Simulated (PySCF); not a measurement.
# SiH⁺, CCSD(T): how much the basis matters

PySCF, RHF reference; singlet, unpaired electrons none; De to Si⁺ + H without counterpoise correction. Frozen cores follow the default of each basis and core potential.

```tsv
basis	relativity	functions	Re (Å)	ωe (cm⁻¹)	De (eV)	frozen orbitals
3-21G	no relativity	15	1.553	1946	2.54	5
jorge-DZP-DKH	spin-free X2C	29	1.519	2133	3.11	5
6-311G(d,p)	no relativity	32	1.502	2202	3.21	5
def2-TZVPPD	no relativity	65	1.507	2161	3.37	5
```

How does each smaller set differ from the one with most functions, def2-TZVPPD?

3-21G: +4.6 pm, -9.9 % in ωe, -0.83 eV in De; jorge-DZP-DKH: +1.2 pm, -1.3 % in ωe, -0.26 eV in De; 6-311G(d,p): -0.5 pm, +1.9 % in ωe, -0.16 eV in De. All at CCSD(T); the set with most functions is neither the basis-set limit nor always the best. The rows treat relativity differently, so the differences are not basis effects alone.

Correlated steps freeze 5 core orbitals. Correlated levels converge slowly with the basis: in double zeta they bind strong bonds too weakly, by up to about 1 eV, and carry superposition errors of some tenths. For an ion De counts to the pair picked by the measured ionisation energies or electron affinities, which need not be the lowest pair at this level. Where the molecule has an RHF reference, its open-shell atoms are computed with UHF. 3-21G is very small, so such numbers show the basis as much as the molecule.
